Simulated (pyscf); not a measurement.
9 silicon, germanium or tin steps of one kind (hydrogen abstraction, radical): barrier in kcal/mol, from the separated reactants or the lowest minimum found. Structures and frequencies: ωB97X-D3(BJ)/def2-SVP in PySCF. Functionals in def2-TZVP; the last column is ωB97M-D3(BJ)/def2-TZVP. Rows were drawn at random from the steps of this kind and element class whose saddle was verified and whose references are stable.

```csv
step,PBE,r²SCAN,M06-2X,ωB97M-D3(BJ)
H₃Si–SiH₂–Cl + H• -> H₃Si–SiH•–Cl + H₂,-0.5,-1.6,4.7,4.0
H₃Si–PH₂ + H• → H₃Si–PH• + H₂,-0.6,-2.3,3.4,2.9
•O–Si(Cl)(Cl)–Cl + H₂ → HO–Si(Cl)(Cl)–Cl + H•,-2.2,-0.4,4.0,2.5
HO–Si:–F [singlet] + H• → [O=Si–F]• + H₂,3.6,4.1,16.1,15.1
Cl–SiH₂–Cl + H• → Cl–SiH•–Cl + H₂,-0.2,-1.0,5.8,4.9
CH₃• + H₃C–SiH₂–Cl → CH₄ + H₃C–SiH•–Cl,1.7,5.6,7.9,8.0
H₃C–O–SiH₃ + H• -> H₃C–O–SiH₂• + H₂,-0.4,-1.1,5.6,4.8
•HN–SiH(Cl)–Cl + H₂ → H₂N–SiH(Cl)–Cl + H•,1.4,4.1,8.6,7.2
•H₂C–SnH₃ + H₂ → H₃C–SnH₃ + H•,5.2,8.4,12.5,10.5
```

Differences from the last column (kcal/mol): PBE: mean -5.8, median -5.2, mean size 5.8, lower in 9 of 9; r²SCAN: mean -4.9, median -5.2, mean size 4.9, lower in 9 of 9; M06-2X: mean +1.0, median +0.9, mean size 1.0, lower in 1 of 9. PBE is closest for row 2 (3.5 kcal/mol apart) and farthest for row 4 (11.6 kcal/mol). PBE, r²SCAN and M06-2X carry no added dispersion term. The last column is a level with limits of its own. Each barrier is that of the saddle found. Elements past Kr carry the def2 core potentials, without spin-orbit coupling.
